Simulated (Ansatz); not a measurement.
Two shapes of singlet CF₂.

Shape 1:

```xyz
3

C     0.0013    0.0215   -0.6362
F     0.0176    0.9786    0.1847
F     0.0028   -1.0591    0.1617
```

Shape 2:

```xyz
3

C     0.0000    0.0000   -0.5911
F     0.0000    1.0238    0.1970
F     0.0000   -1.0238    0.1970
```

Basis set: 6-31G* (spherical functions). Left uncorrelated: 3 orbitals. Charge 0, multiplicity 1.

Computed with Ansatz (development build ahead of 0.2.0); each method stands on the lowest determinant of its kind that the runs found.

Q: Which shape is lower in energy, and by how much in each method?

A:

```csv
method,E(2) − E(1) (eV)
RHF,-0.075
RHF-MP2,-0.049
```

Shape 2 is lower.
